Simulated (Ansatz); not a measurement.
Basis-set extrapolation for FH$_{2}$MgN (`[NH2][Mg][F]`) (PBE0-D4/def2-TZVP geometry, frozen core, the Gaussian-basis code of Ansatz). Multiplicity 1, RHF reference. For Mg the program correlates outer-core shells too, which these sets cover unevenly, so the extrapolated numbers aren't a true limit.

|  | def2-TZVPP | def2-QZVPP |
| --- | --- | --- |
| HF | -354.814324 | -354.832381 |
| MP2 correlation | -0.677797 | -0.759876 |
| CCSD(T) correlation | -0.706109 | not run |

Energies in hartree. Use E(X) = E(∞) + A·exp(−7.88·√X) for Hartree–Fock and E(X) = E(∞) + B·X^(−2.97) for correlation, with X = 3 and 4, and add CCSD(T) minus MP2 of the smaller set to the MP2 limit.

**Question.** What is the CCSD(T) energy at the basis-set limit?

**Answer.** HF limit: -354.832381 + (-0.018057) × 0.13774 = -354.83487. MP2 limit: -0.759876 + (-0.082079) × 0.74074 = -0.82068. Higher-order term: -0.706109 − (-0.677797) = -0.02831. Total: -355.68386 hartree, 4.45 eV below CCSD(T)/def2-TZVPP.
